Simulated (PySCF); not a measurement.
Species: thietane 1,1-dioxide, C3H6O2S.
Atom-mapped SMILES: `[O:1]=[S:2]1(=[O:3])[CH2:4][CH2:5][CH2:6]1` (hydrogens: H7, H8 on C4; H9, H10 on C5; H11, H12 on C6)

The same species was optimised twice, with GFN2-xTB and with PBE0-D3(BJ)/def2-SVP (PySCF), and the same property calculations (PySCF, gas phase) were run on both structures.

| coordinate | GFN2-xTB | PBE0-D3(BJ)/def2-SVP | change |
| --- | --- | --- | --- |
| S2=O3 (Å) | 1.433 | 1.458 | +0.025 |
| O1=S2 (Å) | 1.435 | 1.455 | +0.020 |
| S2–C4 (Å) | 1.832 | 1.820 | -0.012 |
| S2–C6 (Å) | 1.832 | 1.820 | -0.012 |
| C5–C6 (Å) | 1.530 | 1.541 | +0.011 |
| C4–C5 (Å) | 1.530 | 1.541 | +0.011 |
| O1–S2–O3 (°) | 117.9 | 121.5 | +3.6 |
| O3–S2–C6 (°) | 112.6 | 110.0 | -2.6 |
| O3–S2–C4 (°) | 112.6 | 110.1 | -2.5 |
| C4–C5–C6 (°) | 99.6 | 98.0 | -1.6 |
| S2–C4–C5 (°) | 88.4 | 89.1 | +0.7 |
| S2–C6–C5 (°) | 88.4 | 89.0 | +0.6 |
| C4–S2–C6 (°) | 79.3 | 79.5 | +0.2 |
| O1–S2–C4 (°) | 114.2 | 114.1 | -0.1 |

Rotational constants: A = 5104, B = 2818, C = 2697 MHz (GFN2-xTB) against A = 4965, B = 2852, C = 2682 MHz (PBE0-D3(BJ)/def2-SVP). Point groups within 0.08 Å: Cs and Cs.

On the GFN2-xTB structure: isotropic polarisability (au) 59.4 [PBE0/def2-SVPD]; HOMO (eV) -8.49 [PBE0/def2-SVPD]; LUMO (eV) 0.26 [PBE0/def2-SVPD]; dipole (D) 5.13 [PBE0/def2-SVPD]; HOMO (eV) -8.39 [PBE0/pcSseg-1]; LUMO (eV) 0.87 [PBE0/pcSseg-1]; dipole (D) 4.91 [PBE0/pcSseg-1]; GIAO shielding of O1/O3 (mean) (ppm) 82.5 [PBE0/pcSseg-1]; GIAO shielding of S2 (ppm) 193.9 [PBE0/pcSseg-1]; GIAO shielding of C4/C6 (mean) (ppm) 115.0 [PBE0/pcSseg-1]; GIAO shielding of C5 (ppm) 177.6 [PBE0/pcSseg-1].

Question: What do these properties become on the PBE0-D3(BJ)/def2-SVP structure?

Answer: 
```csv
property,level,on GFN2-xTB,on PBE0-D3(BJ)/def2-SVP,change
isotropic polarisability (au),PBE0/def2-SVPD,59.4,60.3,+0.9
HOMO (eV),PBE0/def2-SVPD,-8.49,-8.40,+0.09
LUMO (eV),PBE0/def2-SVPD,0.26,0.27,+0.01
dipole (D),PBE0/def2-SVPD,5.13,5.06,-0.07
"energy, GFN2-xTB geometry as zero (kcal/mol)",PBE0/def2-SVPD,0.0,-2.4,-2.4
HOMO (eV),PBE0/pcSseg-1,-8.39,-8.29,+0.10
LUMO (eV),PBE0/pcSseg-1,0.87,0.88,+0.01
dipole (D),PBE0/pcSseg-1,4.91,4.83,-0.08
"energy, GFN2-xTB geometry as zero (kcal/mol)",PBE0/pcSseg-1,0.0,-2.2,-2.2
GIAO shielding of O1/O3 (mean) (ppm),PBE0/pcSseg-1,82.5,75.2,-7.3
GIAO shielding of S2 (ppm),PBE0/pcSseg-1,193.9,184.8,-9.1
GIAO shielding of C4/C6 (mean) (ppm),PBE0/pcSseg-1,115.0,113.4,-1.6
GIAO shielding of C5 (ppm),PBE0/pcSseg-1,177.6,175.2,-2.4
```

The heavy atoms differ by 0.033 Å rms after alignment. Among bonds between heavy atoms S2=O3 changes most (+0.025 Å). Changes are differences of the printed values. Neither structure is proved a minimum here.
